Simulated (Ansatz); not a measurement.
I need a rigid scan of one bond length of C2H4FO, SMILES [O]CCF. Use Ansatz 0.2.0, Python API. Level of theory (for the species named): Hartree-Fock, cc-pVDZ basis, multiplicity 2.

The script reads `c2h4fo.xyz`:
```text
8

O    -1.14700    1.26260   -0.01160
C    -0.00570    0.77410    0.21240
C    -0.07790   -0.72580   -0.16210
F     0.26750   -0.90480   -1.48330
H     0.35910    0.79470    1.23700
H     0.86610    1.19320   -0.33380
H    -0.96530   -1.21510    0.11110
H     0.79550   -1.23600    0.37460
```

`scan.py`:
```python
# -*- coding: utf-8 -*-
import ansatz as az
import numpy as np

system = az.Crystal.molecule_from_extxyz("c2h4fo.xyz")

symbols = [site.symbol for site in system.cartesian_sites]
start = np.array([site.position_ang for site in system.cartesian_sites])
axis = (start[3] - start[2]) / np.linalg.norm(start[3] - start[2])
moving = [3]
lengths, energies = [1.17, 1.27, 1.38, 1.52, 1.72, 2.07, 2.48, 3.03], []
for length in lengths:
    xyz = start.copy()
    xyz[moving] += (length - np.linalg.norm(start[3] - start[2])) * axis
    point = az.Crystal.molecule()
    for symbol, place in zip(symbols, xyz):
        point = point.atom(symbol, place.tolist())
    calculation = point.calculation().basis(gaussian="cc-pVDZ").functional("hf").spin("collinear", total=1)
    rep = calculation.run(threads=1).report
    energies.append(rep["free_energy_ev"])
    print(f"r = {length:6.3f} A  E = {energies[-1]:.5f} eV  <S^2> = {abs(rep['mean_field']['state']['spin_squared']):.3f}")

print("energy above the lowest point (eV):", [round(e - min(energies), 3) for e in energies])
```

`python scan.py` gives:
```text
r =  1.170 A  E = -6864.17326 eV  <S^2> = 0.762
r =  1.270 A  E = -6865.14382 eV  <S^2> = 0.761
r =  1.380 A  E = -6865.38061 eV  <S^2> = 0.760
r =  1.520 A  E = -6865.02883 eV  <S^2> = 0.760
r =  1.720 A  E = -6864.01673 eV  <S^2> = 0.760
r =  2.070 A  E = -6862.74160 eV  <S^2> = 1.448
r =  2.480 A  E = -6862.47518 eV  <S^2> = 1.701
r =  3.030 A  E = -6862.39959 eV  <S^2> = 1.764
energy above the lowest point (eV): [1.207, 0.237, 0.0, 0.352, 1.364, 2.639, 2.905, 2.981]
```

What to keep in mind:
- Total energies depend on the basis set; only differences at equal settings carry meaning.
- The rest of the molecule is held rigid at a force-field or estimated start geometry, and the basis set is modest; single-reference methods fail as a bond breaks.
- The run takes the species as open-shell (spin multiplicity 2), which needn't be its ground state.
- The expectation value of S² is noticeably off S(S+1) in at least one run, so that state is spin-contaminated.
- Hartree-Fock leaves correlation out, so bond, atomisation and ionisation energies come out well too low.
- Hardware and time: 40 s on 1 thread of Arm Neoverse V2 (shared host), peak memory 0.21 GiB.
